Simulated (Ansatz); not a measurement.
Input file:

```yaml
crystal:
  periodic: [false, false, false]
  atoms:
    - {symbol: N, position_ang: [0.000000, -0.176353, 1.803496]}
    - {symbol: Mg, position_ang: [0.000000, 0.070324, -1.132158]}
    - {symbol: H, position_ang: [0.000000, 0.754909, 2.238310]}
basis:
  gaussian: {orbitals: 6-31G}
magnetization: {spin_polarized: false}
correlation: {method: ccsdt_q, electrons: outside_noble_gas}
```

```sh
$ ansatz run in.yaml --threads 1 --pin off --events-out ev --progress --plain --max-ram 2393MiB
```

Output:

```
505 factors; integrals over basis functions are off by at most 1.8e-7 eV
mean field evaluation 1: about -6912.4188 eV, gradient 4.9e1 eV
mean field evaluation 2: about -6912.4198 eV, gradient 4.9e1 eV
mean field evaluation 4: about -6921.1037 eV, gradient 1.3e1 eV
mean field evaluation 8: about -6923.5911 eV, gradient 2.3e-1 eV
mean field evaluation 16: about -6921.1184 eV, gradient 1.3e1 eV
mean field evaluation 32: about -6907.2497 eV, gradient 1.8e1 eV
mean field evaluation 64: about -6923.4732 eV, gradient 1.2e0 eV
mean field evaluation 96: about -6917.1524 eV, gradient 1.1e1 eV
mean field evaluation 128: about -6908.3305 eV, gradient 3.7e0 eV
mean field evaluation 160: about -6916.6580 eV, gradient 3.2e-1 eV
...
mean field -6923.59114492 eV, -254.4372815972 hartree, gradient 3.6e-6 eV, S^2 0.000000; 7 other end points of the search recorded, 0 dependent functions left out; unrestricted orbitals would lower it
...
determinant -6923.59114492 eV, -254.4372815972 hartree, with singles and doubles -6927.23817646 eV, -254.5713075342 hartree
determinant -6923.32638936 eV, -254.4275520098 hartree, with singles and doubles -6926.69515585 eV, -254.5513518947 hartree
determinant -6923.59114492 eV, -254.4372815972 hartree, with singles and doubles -6927.32783551 eV, -254.5746024434 hartree
determinant -6923.32638936 eV, -254.4275520098 hartree, with singles and doubles -6926.83959907 eV, -254.5566600853 hartree
...
unrestricted determinant -6925.31151942 eV, -254.5005041940 hartree, S^2 1.1427
6 core orbitals not correlated: weight in the atoms' cores, before any rotation towards them, 1.000 or more for the frozen orbitals, at most 0.000 for the correlated occupied ones
reference -6923.59114492 eV, -254.4372815972 hartree; 4, 4 occupied and 14, 14 virtual orbitals, 505 factors
second order -2.68147571 eV of doubles, -0.00000000 eV of singles
...
cycle  37  -4.00219263 eV  change   -2.6e-7 eV  update   6.5e-7
cycle  38  -4.00219199 eV  change    6.4e-7 eV  update   5.0e-7
cycle  39  -4.00219194 eV  change    5.3e-8 eV  update   4.3e-7
cycle  40  -4.00219209 eV  change   -1.5e-7 eV  update   3.9e-7
cycle  41  -4.00219166 eV  change    4.3e-7 eV  update   3.7e-7
cycle  42  -4.00219129 eV  change    3.7e-7 eV  update   3.2e-7
cycle  43  -4.00219062 eV  change    6.7e-7 eV  update   2.7e-7
cycle  44  -4.00219031 eV  change    3.1e-7 eV  update   2.2e-7
cycle  45  -4.00219000 eV  change    3.1e-7 eV  update   1.9e-7
cycle  46  -4.00218980 eV  change    2.0e-7 eV  update   1.3e-7
perturbative correction -0.02506639 eV, -0.0009211730 hartree
Total energy: -6927.61840112 eV, -254.5852805326 hartree
```

The T1 diagnostic is 0.098.

Ran on 1 thread of Arm Neoverse V2, shared host: 1.7 s wall, 0.18 GiB peak host memory.
